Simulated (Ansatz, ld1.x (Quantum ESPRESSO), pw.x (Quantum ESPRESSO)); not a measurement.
**tungsten (W) (sc): variants of one PAW potential in the solid**

* Element: W (Z = 74)
* Generator: ld1.x (Quantum ESPRESSO) 7.5
* Type: PAW
* Functional: LDA (PW92)
* Relativity: scalar-relativistic
* Frozen core: [Kr] 4d10 4f14
* Valence charge: 14
* Reference configuration: 5s2 5p6 5d4 6s2 6p0
* Partial waves: 5s (bound): rcut 1.40, rcutus 1.80 bohr; 6s (bound): rcut 1.40, rcutus 1.80 bohr; 5p (bound): rcut 1.65, rcutus 1.80 bohr; 6p (bound, empty): rcut 1.65, rcutus 1.80 bohr; 5d (bound): rcut 2.00, rcutus 2.60 bohr; 5d channel at 3.4 Ry: rcut 2.00, rcutus 2.60 bohr
* Local potential: all-electron potential smoothed inside 1.35 bohr (lloc = -1)
* Core correction: Bessel-smoothed model core inside 0.90 bohr
* Augmentation charge: BESSEL, radius 1.30 bohr

Crystal test: sc W in pw.x 7.5, no spin, 13³ k-points, Fermi–Dirac smearing 0.01 Ry, cutoffs set for each file from its atomic test. The reference is all-electron LAPW (Ansatz 0.2.0) with the same functional, mesh and smearing; V0 and B0 come from Birch–Murnaghan fits to the pressures at five volumes. Errors are pseudo minus all-electron; Δ is the rms difference of the E(V) curves that follow from these fits, minima aligned, over ±6 % about the mean V0. Mesh and smearing are coarse, so the numbers serve the comparison and aren't converged zero-temperature values; the lattice is a test structure that the element need not adopt.

All-electron: a0 = 2.590 Å (V0 = 17.36 Å³/atom), B0 = 240.5 GPa.

Base: The largest radius (2.60 bohr) exceeds half the bond length (2.45 bohr), so the spheres overlap, which is one possible source of error among others. This is a poor potential for the solid.

```tsv
change	cutoffs (Ry)	pw.x	a0 (Å)	a0 error (%)	B0 error (%)	Δ (meV/atom)	mean pressure error (GPa)
base	55/440	converged	2.573	-0.63	+0.2	17.3	-4.29
wave 5d channel at 3.4 Ry: rcut 2.00, rcutus 2.60 bohr becomes 5d channel at 0.88 Ry: rcut 2.00, rcutus 2.60 bohr	55/440	failed (cdiaghg: S matrix not positive definite)	–	–	–	–	–
local potential all-electron potential smoothed inside 2.20 bohr (lloc = -1)	55/440	failed (cdiaghg: S matrix not positive definite)	–	–	–	–	–
reference 5s2 5p6 5d4 6s0 6p0	55/440	converged	2.569	-0.78	+0.8	21.3	-5.27
waves 5s (bound): rcut 1.18, rcutus 1.26 bohr; 6s (bound): rcut 1.18, rcutus 1.26 bohr	70/560	converged	2.573	-0.65	+0.3	17.7	-4.39
core correction Bessel-smoothed model core inside 1.80 bohr	55/440	converged	2.573	-0.63	+0.3	17.4	-4.31
```
